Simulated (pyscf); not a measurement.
PySCF, gas phase, ωB97X-D3(BJ)/def2-SVP geometries.

### Question
What is the homolytic dissociation enthalpy (298 K, ωB97M-D3(BJ)/def2-TZVP) of the S–Ta bond of HS–Ta(Cl)(Cl)(Cl)–Cl (SMILES [SH][Ta]([Cl])([Cl])([Cl])[Cl]), to SH• + [Cl–Ta(Cl)(Cl)–Cl]•?

### Answer
S–Ta to SH• + [Cl–Ta(Cl)(Cl)–Cl]•: 258.0 kJ/mol. The 7 functionals that were run give +254.0 (M06-2X) to +295.1 kJ/mol (ωB97X-D3(BJ)). The radicals are drawn with the spin at the cut bond; how far it spreads was not checked. Left out: the spin-orbit lowering of SH. Open-shell species with a d-block atom are single-reference here; other states, and whether the spin sits on metal or ligand, were not checked. Elements past Kr carry the def2 core potentials, without spin-orbit coupling.
